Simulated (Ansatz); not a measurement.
# CH5NSi: how energies converge with the basis set

Aim: see how fast density functionals converge with the basis set for CH5NSi.

Method: one geometry, several basis sets; program: Ansatz 0.2.0, Gaussian basis.

The runs, in order: PBE0-D4/def2-SVP; ωB97M-V/def2-SVP; PBE0-D4/def2-QZVPP; ωB97M-V/def2-QZVPP; the functionals' def2-TZVPP values are taken from earlier runs.

## 1. The relaxed structure

The geometry comes from an earlier relaxation with PBE0-D4 in a triple-zeta def2 set; it is a stationary point, not always the lowest conformer.

SMILES `C1N[SiH2]1`, 8 atoms, charge 0, spin multiplicity 1.

Atoms are counted from 1 here; the program's logs count them from 0.

Bond lengths: C1–N2 1.494 Å, C1–Si3 1.829 Å, C1–H4 1.087 Å, C1–H5 1.090 Å, N2–Si3 1.724 Å, N2–H6 1.009 Å, Si3–H7 1.481 Å, Si3–H8 1.478 Å. Angles: N2–C1–Si3 61.5°, N2–C1–H4 114.1°, N2–C1–H5 117.2°, Si3–C1–H4 123.6°, Si3–C1–H5 117.4°, H4–C1–H5 113.0°, C1–N2–Si3 68.8°, C1–N2–H6 116.0°, Si3–N2–H6 124.6°, C1–Si3–N2 49.6°, C1–Si3–H7 117.8°, C1–Si3–H8 124.7°, N2–Si3–H7 120.5°, N2–Si3–H8 116.7°, H7–Si3–H8 113.1°.

## 2. PBE0-D4 in def2-SVP

Contents of in.yaml:

```yaml
crystal:
  periodic: [false, false, false]
  atoms:
    - {symbol: C, position_ang: [-0.618133, 0.324524, -0.625261]}
    - {symbol: N, position_ang: [-0.313857, 0.577719, 0.815229]}
    - {symbol: Si, position_ang: [0.569076, -0.779196, 0.221784]}
    - {symbol: H, position_ang: [-1.653817, 0.058637, -0.819449]}
    - {symbol: H, position_ang: [-0.215815, 1.030645, -1.350992]}
    - {symbol: H, position_ang: [0.092544, 1.476125, 1.029444]}
    - {symbol: H, position_ang: [2.003297, -0.648989, -0.125075]}
    - {symbol: H, position_ang: [0.228904, -2.096663, 0.798418]}
basis:
  gaussian: {orbitals: def2-SVP}
hamiltonian: {xc: pbe0, dispersion: d4}
output: {orbitals: {seedname: orbitals}}
```

Started as:

```sh
$ ansatz run in.yaml --threads 2 --pin off --events-out ev --progress --plain --max-ram 4352MiB
```

What it wrote:

```text
Functional definition: PBE0
  name "PBE0"
  cite "Adamo & Barone, J. Chem. Phys. 110, 6158 (1999) doi:10.1063/1.478522"
  cite "Perdew, Burke & Ernzerhof, Phys. Rev. Lett. 77, 3865 (1996) doi:10.1103/PhysRevLett.77.3865"
  parent pbe
  parameter a = 0.25
  parameter kappa = 0.804
  parameter beta = 0.06672455060314922
  exchange = (1 - a)*pbe_x(kappa = kappa, mu = beta*pi^2/3) + a*exact_x
  correlation = pbe_c(beta = beta)
816 factors; their error is unknown
mean field evaluation 1: about -10467.8512 eV, gradient 5.1e1 eV
mean field evaluation 2: about -10456.2645 eV, gradient 8.3e1 eV
mean field evaluation 4: about -10473.8674 eV, gradient 4.6e0 eV
mean field evaluation 8: about -10473.9142 eV, gradient 1.9e-2 eV
mean field evaluation 16: about -10473.9569 eV, gradient 2.4e-5 eV
mean field -10473.95693981 eV, -384.9108180350 hartree, gradient 2.4e-5 eV, S^2 0.000000; 0 other end points of the search recorded, 0 dependent functions left out
reference -10473.95696357 eV, -384.9108189080 hartree; 16, 16 occupied and 55, 55 virtual orbitals, 816 factors
Total energy: -10474.06124166 eV, -384.9146510571 hartree
```

It took 0.85 s on 2 threads of Arm Neoverse V1, shared host.

## 3. ωB97M-V in def2-SVP

in.yaml, as its differences from that of step 2:

```diff
@@ -13,3 +13,3 @@
   gaussian: {orbitals: def2-SVP}
-hamiltonian: {xc: pbe0, dispersion: d4}
+hamiltonian: {xc: {name: wB97M-V}}
 output: {orbitals: {seedname: orbitals}}
```

Launched as before.

What it wrote, cut to the lines that bear on the results:

```text
Functional definition: wB97M-V
  name "wB97M-V"
  cite "Mardirossian & Head-Gordon, J. Chem. Phys. 144, 214110 (2016) doi:10.1063/1.4952647"
  cite "Becke, J. Chem. Phys. 107, 8554 (1997) doi:10.1063/1.475007"
  cite "Vydrov & Van Voorhis, J. Chem. Phys. 133, 244103 (2010) doi:10.1063/1.3521275"
  # Of w^i u^j: cxij and so on, Table III.
[...]
  gx(w, u) = 1 - cx + cx01*u + cx10*w
  gss(w, u) = css00 + css04*u^4 + css10*w + css20*w^2 + css43*w^4*u^3
  gos(w, u) = cos00 + cos10*w + (cos20 + cos21*u)*w^2 + (cos60 + cos61*u)*w^6
[...]
      + integral(e_c_pw_mod_opposite_spin*gos(b97_w_opposite, b97_u_opposite)) + vv10(b, c)
816 factors; their error is unknown
232 factors; integrals over basis functions are off by at most 7.1e-6 eV
[...]
mean field -10478.37202948 eV, -385.0730695877 hartree, gradient 2.4e-5 eV, S^2 0.000000; 0 other end points of the search recorded, 0 dependent functions left out
reference -10478.37206631 eV, -385.0730709411 hartree; 16, 16 occupied and 55, 55 virtual orbitals, 816 factors
Total energy: -10478.37206631 eV, -385.0730709411 hartree
```

It took 3.6 s on 2 threads of Arm Neoverse V1, shared host.

## 4. PBE0-D4 in def2-QZVPP

in.yaml, as its differences from that of step 3:

```diff
@@ -12,4 +12,4 @@
 basis:
-  gaussian: {orbitals: def2-SVP}
-hamiltonian: {xc: {name: wB97M-V}}
+  gaussian: {orbitals: "def2-QZVPP.json"}
+hamiltonian: {xc: pbe0, dispersion: d4}
 output: {orbitals: {seedname: orbitals}}
```

The command is unchanged.

What it wrote:

```text
Functional definition: PBE0
  name "PBE0"
  cite "Adamo & Barone, J. Chem. Phys. 110, 6158 (1999) doi:10.1063/1.478522"
  cite "Perdew, Burke & Ernzerhof, Phys. Rev. Lett. 77, 3865 (1996) doi:10.1103/PhysRevLett.77.3865"
  parent pbe
  parameter a = 0.25
  parameter kappa = 0.804
  parameter beta = 0.06672455060314922
  exchange = (1 - a)*pbe_x(kappa = kappa, mu = beta*pi^2/3) + a*exact_x
  correlation = pbe_c(beta = beta)
1041 factors; their error is unknown
mean field evaluation 1: about -10471.2274 eV, gradient 6.5e1 eV
mean field evaluation 2: about -10448.7654 eV, gradient 1.1e2 eV
mean field evaluation 4: about -10480.1665 eV, gradient 7.6e0 eV
mean field evaluation 8: about -10480.2900 eV, gradient 2.5e-1 eV
mean field -10480.29010314 eV, -385.1435574945 hartree, gradient 4.6e-5 eV, S^2 0.000000; 0 other end points of the search recorded, 0 dependent functions left out
reference -10480.29013933 eV, -385.1435588245 hartree; 16, 16 occupied and 318, 318 virtual orbitals, 1041 factors
Total energy: -10480.39441742 eV, -385.1473909737 hartree
```

It took 5.5 s on 2 threads of Arm Neoverse V1, shared host; peak memory 0.71 GiB.

## 5. ωB97M-V in def2-QZVPP

in.yaml, as its differences from that of step 4:

```diff
@@ -13,3 +13,3 @@
   gaussian: {orbitals: "def2-QZVPP.json"}
-hamiltonian: {xc: pbe0, dispersion: d4}
+hamiltonian: {xc: {name: wB97M-V}}
 output: {orbitals: {seedname: orbitals}}
```

Launched as before.

What it wrote, cut to the lines that bear on the results:

```text
Functional definition: wB97M-V
  name "wB97M-V"
  cite "Mardirossian & Head-Gordon, J. Chem. Phys. 144, 214110 (2016) doi:10.1063/1.4952647"
  cite "Becke, J. Chem. Phys. 107, 8554 (1997) doi:10.1063/1.475007"
  cite "Vydrov & Van Voorhis, J. Chem. Phys. 133, 244103 (2010) doi:10.1063/1.3521275"
  # Of w^i u^j: cxij and so on, Table III.
[...]
  gx(w, u) = 1 - cx + cx01*u + cx10*w
  gss(w, u) = css00 + css04*u^4 + css10*w + css20*w^2 + css43*w^4*u^3
  gos(w, u) = cos00 + cos10*w + (cos20 + cos21*u)*w^2 + (cos60 + cos61*u)*w^6
[...]
      + integral(e_c_pw_mod_opposite_spin*gos(b97_w_opposite, b97_u_opposite)) + vv10(b, c)
1021 factors; their error is unknown
274 factors; integrals over basis functions are off by at most 9.0e-6 eV
[...]
mean field -10484.83052767 eV, -385.3104150187 hartree, gradient 2.9e-5 eV, S^2 0.000000; 0 other end points of the search recorded, 0 dependent functions left out
reference -10484.83058609 eV, -385.3104171655 hartree; 16, 16 occupied and 318, 318 virtual orbitals, 1021 factors
Total energy: -10484.83058609 eV, -385.3104171655 hartree
```

It took 15 s on 2 threads of Arm Neoverse V1, shared host; peak memory 1.1 GiB.

## 6. Functionals by basis

The def2-TZVPP values come from earlier runs at the same geometry.

| functional | basis | functions | energy (eV) | from the largest (eV) | HOMO (eV) | LUMO (eV) |
| --- | --- | --- | --- | --- | --- | --- |
| PBE0-D4 | def2-SVP | 71 | -10474.0612 | 6.333 | -6.65 | 0.37 |
| PBE0-D4 | def2-TZVPP | 174 | -10479.9598 | 0.435 | -6.79 | -0.11 |
| PBE0-D4 | def2-QZVPP | 334 | -10480.3944 | 0.000 | -6.82 | -0.25 |
| ωB97M-V | def2-SVP | 71 | -10478.3721 | 6.459 | -8.91 | 2.30 |
| ωB97M-V | def2-TZVPP | 174 | -10484.4239 | 0.407 | -9.05 | 1.57 |
| ωB97M-V | def2-QZVPP | 334 | -10484.8306 | 0.000 | -9.08 | 1.24 |

## 7. Outcome

| quantity | value |
| --- | --- |
| PBE0-D4: double and triple zeta above quadruple | 6.33, 0.43 eV |
| ωB97M-V: double and triple zeta above quadruple | 6.46, 0.41 eV |

PBE0-D4 gains 5.90 eV from double to triple zeta, then 0.43 eV more. Total energies overstate the basis error of differences, where much of it tends to cancel. The LUMO of ωB97M-V is positive and keeps falling with the basis (2.30 to 1.24 eV): an unbound level that the basis holds in place.

For PBE0-D4 the largest set took about 6 times as long as the smallest (5.5 s against 0.85 s).
